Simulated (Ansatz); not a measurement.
Calculated with Ansatz (gas phase, PBE0-D4/def2-TZVP geometries, no zero-point term in ΔE). CCSD(T)/CBS is extrapolated from def2-TZVPP and def2-QZVPP, frozen cores. Functionals use def2-TZVPP. No spin–orbit coupling; open shells (•) take unrestricted orbitals. Spin–orbit coupling would lower the free atoms: a little for Al.

`[NH2][AlH2]` → Al• + 4 H• + N•  (atomization)

```tsv
level	ΔE (kcal/mol)	difference from CCSD(T)/CBS
LDA (SPW92)	468.8	46.0
r2SCAN-D4	419.1	-3.7
PBE	419.0	-3.8
revPBE	407.7	-15.1
r2SCAN0	412.8	-10.0
CAM-B3LYP	424.7	1.9
HF/def2-SVP	298.5	-124.3
SCS-MP2/def2-TZVPP	416.2	-6.6
SCS-MP2/def2-QZVPP	425.4	2.6
CCSD/def2-QZVPP	413.0	-9.8
HF/CBS(def2)	301.5	-121.3
MP2/cc-pV(D+d)Z	381.1	-41.7
CCSD(T)/cc-pV(D+d)Z	381.1	-41.7
CCSD(T)/cc-pV(Q+d)Z	417.8	-5.0
MP2/CBS(cc)	423.6	0.8
CCSD/CBS(cc)	417.8	-5.0
CCSD(T)/CBS	422.8	0
```

Largest T1 diagnostic among the species: 0.018.

At CCSD(T), def2-SVP lies −31.0 kcal/mol from the extrapolated value and def2-TZVPP −12.5 kcal/mol: correlation converges slowly with the basis, and small sets miss more of it in the bonded molecule than in its fragments. Leaving LDA and LC-ωPBE aside and taking each functional with its dispersion term where it has one, the values, not all of them listed here, spread over 15.3 kcal/mol, from revPBE-D4 to B97M-V. LDA lies +49.8 kcal/mol from PBE without D4, its usual overbinding.

CCSD(T)/CBS has its own doubt, a few kJ/mol and more with outer-core shells, so smaller differences from it don't rank the levels.
